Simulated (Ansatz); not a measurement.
Ansatz (a program for electronic structure) input:

Ansatz 0.2 input:
```yaml
crystal:
  periodic: [false, false, false]
  atoms:
    - {symbol: Si, position_ang: [0.00000000, 0.00000000, 0.00000000]}
    - {symbol: H, position_ang: [0.01222522, 1.46745298, -0.00876651]}
    - {symbol: H, position_ang: [1.26466648, -0.74421996, 0.01999757]}
    - {symbol: H, position_ang: [-1.27689170, -0.72323302, -0.01123105]}
basis:
  gaussian:
    orbitals: def2-TZVP
hamiltonian:
  xc: b3lyp
  dispersion: d3bj
total_charge: 1
phonons: {temperatures: {t_min: 298.15, t_max: 298.15, t_step: 100}}
```

Task: Predict the final energy.

Result: -290.96529 Eh (B3LYP-D3(BJ)/def2-TZVP). The basis has 55 functions.
